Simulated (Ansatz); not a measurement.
A nudged elastic band was laid between two geometries of BH$_{5}$O (7 atoms, charge 0, multiplicity 1).

All numbers below come from RKS B3LYP-D4/6-31G* (Ansatz).

```yaml
movable_images: 9
climbing_image: yes
spring: 5.0 eV/Å²
optimiser: quadratic models (default)
start_path: through a guess of the saddle point
force_threshold: 0.05 eV/Å
iteration_limit: 60
end_points: relaxed
```

Image 0:

```xyz
7
Properties=species:S:1:pos:R:3
B -0.014 0.010 0.057
H -0.395 0.484 1.102
H 1.139 0.207 -0.220
H -0.799 0.050 -0.854
O 0.010 -1.690 0.402
H -0.888 -1.935 0.684
H 0.582 -1.815 1.178
```

Image 10:

```xyz
7
Properties=species:S:1:pos:R:3
B 0.071 -0.277 -0.963
H 0.031 -0.912 3.327
H 1.121 0.271 -1.118
H -0.889 -0.048 -1.647
O 0.006 -1.188 0.038
H -0.868 -1.601 0.116
H 0.162 -0.934 2.595
```

Problem. What changes between the two ends?

Solution. Bonds broken: B1–H2, O5–H7. Bonds formed: H2–H7. BH5O becomes BH3O + H2.

Problem. Give the energies along the band, and the barrier.

Solution. It converged. The highest image is number 3 of 0 to 10, 1.05 eV above the first end and 1.92 eV above the last; the last end lies 0.86 eV below the first. A vibrational analysis at the climbing image gives one clearly imaginary mode, 1425i cm⁻¹: a first-order saddle point. The orbitals stay closed-shell, which can raise the energy where a bond breaks towards radicals; this wasn't checked here.

```
image  path coordinate (Å)  energy (eV)  B1–H2 (Å)  O5–H7 (Å)  H2–H7 (Å)
    0                 0.00         0.00       1.21       0.97       2.50
    1                 0.60         0.02       1.21       0.97       2.31
    2                 1.21         0.23       1.22       0.98       1.71
    3                 1.81         1.05       1.34       1.28       1.02
    4                 2.41        -0.08       1.81       1.87       0.76
    5                 3.01        -0.68       2.35       2.38       0.74
    6                 3.61        -0.82       2.88       2.80       0.74
    7                 4.21        -0.84       3.41       2.83       0.74
    8                 4.81        -0.85       3.78       2.72       0.74
    9                 5.40        -0.86       4.08       2.63       0.74
   10                 6.00        -0.86       4.34       2.57       0.74
```

Problem. What is the geometry of the highest image?

Solution. 
```xyz
7
Properties=species:S:1:pos:R:3
B 0.075 -0.251 0.010
H -0.039 0.178 1.278
H 1.127 0.149 -0.380
H -0.948 0.050 -0.530
O 0.149 -1.787 0.425
H -0.723 -2.186 0.274
H -0.008 -0.842 1.272
```

Problem. What are the harmonic wavenumbers there?

Solution. 1425i, 538, 799, 830, 1048, 1100, 1105, 1207, 1324, 1367, 1995, 2156, 2616, 2715, 3756 cm⁻¹.

The run took 2.5 min on 1 thread of Arm Neoverse V2, with other jobs on the host, peak memory 0.081 GiB.
